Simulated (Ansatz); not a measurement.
# Worked example: vertical ionisation energy of C3H3NO (oxazole)

C3H3NO has 8 atoms, charge 0, and is taken as a singlet. SMILES: `c1cocn1`. Geometry: relaxed at PBE0-D4/def2-TZVP.

```xyz
8

C    -0.0619    0.9296    0.3956
C     1.0034    0.1963    0.0141
O     0.5436   -0.9910   -0.4596
C    -0.7922   -0.9045   -0.3352
N    -1.2141    0.2029    0.1628
H    -0.0863    1.9209    0.8182
H     2.0691    0.3452    0.0073
H    -1.3692   -1.7566   -0.6591
```

Both states at this one shape; open shells run unrestricted unless said. 1 Eh = 27.2114 eV.

| level | program | singlet C3H3NO (Eh) | doublet C3H3NO+ (Eh) |
| --- | --- | --- | --- |
| HF/def2-SVP | Ansatz | -244.444882 | -244.132524 |
| RPA@PBE0/def2-SVP, 5 core orbitals frozen | Ansatz | -245.429577 | -245.074414 |

Problem. Work out the vertical ionisation energy at each level.

Solution. 
1. HF/def2-SVP: -244.132524 − (-244.444882) = 0.312358 Eh = 8.50 eV.
2. RPA@PBE0/def2-SVP: -245.074414 − (-245.429577) = 0.355163 Eh = 9.66 eV.

No measured value is set beside it here; the levels span 8.50 to 9.66 eV. Hartree–Fock favours the state with fewer electron pairs, since it lacks pair correlation.
